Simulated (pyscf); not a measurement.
Optimised with ωB97X-D3(BJ)/def2-SVP in PySCF.

**Question.** HO–InH–OH + methane (CH₄) → H₃C–In(OH)–OH + hydrogen (H₂)
Surface: singlet. Broken: H–In, C–H. Formed: C–In, H–H. Give ΔE‡ and ΔE from ωB97M-D3(BJ)/def2-TZVP, relative to the separated reactants.

**Answer.** ΔE‡ = 2.63 eV, ΔE = +0.46 eV. Zero-point energy shifts the barrier by -0.08 eV. It is a four-centre exchange, with an imaginary mode of 1836i cm⁻¹. On the reactant side the descent ends in a complex (not fully relaxed), 0.18 eV under the separated species and 2.71 eV under the saddle at ωB97X-D3(BJ)/def2-TZVP. At the saddle there is also a short H–In contact that neither side keeps. At ωB97X-D3(BJ) the barrier from the zero used here is 2.53 eV. One saddle was located; it need not be the lowest between these sides. Elements past Kr carry the def2 core potentials, without spin-orbit coupling.
